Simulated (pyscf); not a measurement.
Thermochemistry of product channels of H₃C–AlH₂ + hydrogen fluoride (HF) on the singlet surface, in kcal/mol, from ωB97M-D3(BJ)/def2-TZVP energies (ideal gas, 1 atm, RRHO with modes under 100 cm⁻¹ raised to 100, one conformer, R ln 2 for rigid chiral ones). Single points on ωB97X-D3(BJ)/def2-SVP structures (PySCF, gas phase).

```csv
products,ΔE,ΔH(298 K),ΔG(298 K),ΔG(900 K)
H₃C–AlH–F + hydrogen (H₂),?,-44.4,-42.9,-40.4
methane (CH₄) + F–AlH₂,?,-46.8,-45.5,-41.7
```

Problem. Complete the blanks.

Solution. 
- H₃C–AlH–F + hydrogen (H₂), ΔE: -43.0
- methane (CH₄) + F–AlH₂, ΔE: -48.0

These are energies of the channels, which say nothing of barriers.
